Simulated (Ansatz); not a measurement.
Energy needed to pull apart AlBH3F (SMILES [BH2][AlH][F]), closed shell, into free ground-state atoms, from the structure below (displaced at random from its PBE0-D4/def2-TZVP minimum); no zero-point or spin–orbit terms; open-shell atoms are treated unrestricted, in their ground-state multiplicity.

```csv
atom,x (Å),y (Å),z (Å)
B1,-0.8114,0.3509,-0.6067
Al2,0.6293,-0.2788,0.6303
F3,1.1162,-1.9463,0.4555
H4,-1.9160,0.5411,-0.4419
H5,-0.5806,0.9865,-1.6909
H6,1.7106,0.6673,1.7233
```

Program: Ansatz 0.2.0. Basis: def2-TZVPP. Cores are frozen in the correlated methods.

```
   method  atomization energy (eV)
   PBE-D4                    18.83
r2SCAN-D4                        ?
  PBE0-D4                    18.53
  wB97M-V                    18.80
       HF                        ?
      MP2                    18.61
     CCSD                    18.10
  CCSD(T)                    18.29
```

Problem. What does r2SCAN-D4 give? (Judge from chemistry; the value comes from the calculation.)

Solution. By the calculation: 18.87 eV, which is about 0.58 eV more than CCSD(T)/def2-TZVPP.

Problem. What does HF give? (An estimate is asked for; the value comes from the calculation.)

Solution. Computed: 14.44 eV, which is about 3.86 eV less than CCSD(T)/def2-TZVPP.

In triple zeta the MP2 and coupled-cluster atomization energies are still short of their basis limit by a few kcal/mol a bond, whereas those of the functionals are nearly converged, so these differences are not deviations from converged CCSD(T).

T1 diagnostic: at most 0.014.

For scale, one of the runs: CCSD(T)/def2-TZVPP forces, 146 basis functions (an equivalent command: `ansatz run in.yaml --threads 2`). Time: 42 s of wall clock on 2 CPU threads; the host was shared. Peak host memory: 1.5 GiB.
